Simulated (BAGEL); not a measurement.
**HF/3-21G (density fitting with qzvpp-jkfit) run of CH3ClSi (SMILES C[Si]Cl)**

What is the energy change on altering one bond length of CH3ClSi at HF/3-21G (density fitting with qzvpp-jkfit)? 

The results are computed with BAGEL 1.2.2.

3 further runs of the same task are left out: 2 that didn't finish, 1 set aside as unsound or not needed.

**1. Starting point**

CH3ClSi: 6 atoms, total charge 0, spin state singlet. As SMILES, `C[Si]Cl`. Geometry: relaxed at PBE0-D4/def2-TZVP.

Bond lengths: C1–Si2 1.887 Å, Si2–Cl3 2.093 Å, C1–H4 1.096 Å, C1–H5 1.093 Å, C1–H6 1.096 Å. Angles: C1–Si2–Cl3 98.3°, Si2–C1–H4 110.2°, Si2–C1–H5 111.6°, Si2–C1–H6 110.2°, H4–C1–H5 109.0°, H4–C1–H6 106.7°, H5–C1–H6 109.0°.

**2. A single-point energy at HF/3-21G (density fitting with qzvpp-jkfit)**

File input.json:

```json
{ "bagel": [

{
  "title": "molecule",
  "basis": "3-21g",
  "df_basis": "qzvpp-jkfit",
  "angstrom": "true",
  "geometry": [
    { "atom": "C", "xyz": [   -0.420900,    0.376200,   -0.177100 ] },
    { "atom": "Si", "xyz": [    0.228200,   -0.642100,    1.273100 ] },
    { "atom": "Cl", "xyz": [    1.857700,   -1.533900,    0.308500 ] },
    { "atom": "H", "xyz": [    0.353800,    1.065800,   -0.531400 ] },
    { "atom": "H", "xyz": [   -1.308700,    0.949900,    0.100100 ] },
    { "atom": "H", "xyz": [   -0.668100,   -0.280000,   -1.019400 ] }
  ]
},
{ "title": "hf" },
{ "title": "print", "file": "orbitals.molden", "orbitals": "true" }

]}
```

On the command line:

```bash
BAGEL_NUM_THREADS=1 BAGEL input.json > input.out
```

Standard output:

```text
* using 1 threads per process

  ===============================================================
  ===============================================================

  *** Geometry ***

  { "atom" : "C", "xyz" : [     -0.795386,      0.710915,     -0.334670 ] },
  { "atom" : "Si", "xyz" : [      0.431236,     -1.213393,      2.405810 ] },
  { "atom" : "Cl", "xyz" : [      3.510544,     -2.898651,      0.582981 ] },
  { "atom" : "H", "xyz" : [      0.668585,      2.014070,     -1.004200 ] },
  { "atom" : "H", "xyz" : [     -2.473085,      1.795051,      0.189162 ] },
  { "atom" : "H", "xyz" : [     -1.262526,     -0.529123,     -1.926387 ] },

  Number of auxiliary basis functions:      385

  Since a DF basis is specified, we compute 2- and 3-index integrals:
    o Being stored without compression. Storage requirement is 0.005 GB

  Number of basis functions:       41
  Number of electrons      :       40

    * METHOD: MOLECULE                             0.09

  *** RHF ***

  === Nuclear Repulsion ===
   128.1532333167

      * DIIS with orbital gradients will be used.

  === RHF iteration (3-21g) ===
      0       -784.04818966          0.01760999           0.02
      1       -784.10391024          0.00662628           0.02
      2       -784.11231603          0.00116473           0.02
      3       -784.11286318          0.00021848           0.02
      4       -784.11289052          0.00007288           0.02
      5       -784.11289381          0.00001848           0.02
      6       -784.11289397          0.00000450           0.02
      7       -784.11289398          0.00000098           0.02
      8       -784.11289398          0.00000034           0.02
      9       -784.11289398          0.00000009           0.02
     10       -784.11289398          0.00000002           0.02
     11       -784.11289398          0.00000001           0.02
    * SCF iteration converged.

    * Permanent dipole moment:
           (    0.967219,    -0.744072,     0.021416) a.u.

    * METHOD: HF                                   0.30

    * METHOD: PRINT                                0.00

  ===============================================================
```

It took 0.54 s on 1 thread of Arm Neoverse V2, shared host; peak memory 0.081 GiB.

**3. The distorted shape at the same level**

File input.json:

```json
{ "bagel": [

{
  "title": "molecule",
  "basis": "3-21g",
  "df_basis": "qzvpp-jkfit",
  "angstrom": true,
  "geometry": [
    { "atom": "C", "xyz": [       0.023029,       0.089331,      -0.315709 ] },
    { "atom": "Si", "xyz": [       0.672129,      -0.928969,       1.134491 ] },
    { "atom": "Cl", "xyz": [       2.301629,      -1.820769,       0.169891 ] },
    { "atom": "H", "xyz": [       0.797729,       0.778931,      -0.670009 ] },
    { "atom": "H", "xyz": [      -1.308700,       0.949900,       0.100100 ] },
    { "atom": "H", "xyz": [      -0.224171,      -0.566869,      -1.158009 ] }
  ]
},

{ "title": "hf" },

{ "title": "print", "file": "orbitals.molden", "orbitals": true }

]}
```

On the command line:

```bash
BAGEL_NUM_THREADS=1 BAGEL input.json > input.out
```

Standard output:

```text
* using 1 threads per process

  ===============================================================
  ===============================================================

  *** Geometry ***

  { "atom" : "C", "xyz" : [      0.043519,      0.168811,     -0.596604 ] },
  { "atom" : "Si", "xyz" : [      1.270140,     -1.755497,      2.143877 ] },
  { "atom" : "Cl", "xyz" : [      4.349448,     -3.440755,      0.321047 ] },
  { "atom" : "H", "xyz" : [      1.507489,      1.471966,     -1.266134 ] },
  { "atom" : "H", "xyz" : [     -2.473085,      1.795051,      0.189162 ] },
  { "atom" : "H", "xyz" : [     -0.423622,     -1.071227,     -2.188320 ] },

  Number of auxiliary basis functions:      385

  Since a DF basis is specified, we compute 2- and 3-index integrals:
    o Being stored without compression. Storage requirement is 0.005 GB

  Number of basis functions:       41
  Number of electrons      :       40

    * METHOD: MOLECULE                             0.09

  *** RHF ***

  === Nuclear Repulsion ===
   126.3849132460

      * DIIS with orbital gradients will be used.

  === RHF iteration (3-21g) ===
      0       -783.96672918          0.01636782           0.02
      1       -784.01799210          0.00691966           0.02
      2       -784.02700737          0.00143593           0.02
      3       -784.02766732          0.00029833           0.02
      4       -784.02769739          0.00009359           0.02
      5       -784.02770298          0.00002227           0.02
      6       -784.02770330          0.00000647           0.02
      7       -784.02770333          0.00000124           0.02
      8       -784.02770333          0.00000037           0.02
      9       -784.02770333          0.00000006           0.02
     10       -784.02770333          0.00000002           0.02
     11       -784.02770333          0.00000001           0.02
    * SCF iteration converged.

    * Permanent dipole moment:
           (    0.818349,    -0.644204,     0.057997) a.u.

    * METHOD: HF                                   0.30

    * METHOD: PRINT                                0.00

  ===============================================================
```

Run time: 0.58 s. Hardware: 1 thread of Arm Neoverse V2, shared host; peak memory 0.081 GiB.

**4. What came out**

Level: HF/3-21G (density fitting with qzvpp-jkfit).

| quantity | value |
| --- | --- |
| first shape: total energy | -784.11289 Eh |
| first shape: dipole moment | 3.10 D |
| first shape: HOMO energy | -9.33 eV |
| first shape: LUMO energy | 0.35 eV |
| first shape: HOMO–LUMO gap | 9.68 eV |
| distorted shape: total energy | -784.02770 Eh |
| distorted shape: dipole moment | 2.65 D |
| distorted shape: HOMO energy | -9.44 eV |
| distorted shape: LUMO energy | 0.28 eV |
| distorted shape: HOMO–LUMO gap | 9.72 eV |
| energy change with the C1–H5 bond stretched from 1.093 to 1.639 Å | 2.318 eV |

What this shows: One bond (distorted shape) is far stretched, which a spin-restricted single reference describes badly; a broken-symmetry solution may lie lower. With the C1–H5 bond stretched from 1.093 to 1.639 Å the energy rises by 2.32 eV (224 kJ/mol). The first shape isn't relaxed at this level, so the change isn't measured from a minimum. A restricted reference can't describe the breaking bond well at this length.
